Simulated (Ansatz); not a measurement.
The same path of H2O + H3Si (7 atoms, charge 0, multiplicity 2) was run twice with different band settings.

The calculation used UKS PBE0-D4/def2-SVP (Ansatz).

Relaxed end points:

```xyz
7
Properties=species:S:1:pos:R:3
H -0.365 -1.961 0.599
O -0.824 -1.169 0.905
Si 0.609 0.741 -0.584
H -1.642 -1.168 0.394
H 1.501 0.584 0.602
H -0.629 1.504 -0.245
H 1.349 1.469 -1.671
```

```xyz
7
Properties=species:S:1:pos:R:3
H -0.930 -1.837 -0.241
O -0.302 -1.599 0.451
Si 0.197 1.057 -0.319
H -0.863 -1.427 1.217
H 0.892 1.004 1.002
H 0.054 2.492 -0.741
H 0.952 0.310 -1.369
```

Common settings: movable images 7; climbing image yes; spring 5.0 eV/Å²; optimiser quadratic models (default); start path through a guess of the saddle point; iteration limit 60; end points relaxed.

| run | force threshold |
| --- | --- |
| 1 | 0.03 eV/Å |
| 2 | 0.5 eV/Å |

**Question.** What does each run give, and how far can it be trusted?

**Answer.** Run 1: converged after 23 iterations, highest image 0.141 eV above the first end. The profile has 2 maxima (images 2, 5) with wells between them (image 4): this band takes more than one step, which may be the mechanism or a detour left from its start path. A vibrational analysis at the climbing image gives one clearly imaginary mode, 337i cm⁻¹: a first-order saddle point.
Run 2: converged after 12 iterations, highest image 0.172 eV above the first end. The threshold of 0.5 eV/Å is loose, so the images may lie well off the minimum-energy path. The order of the stationary point at the top wasn't checked.
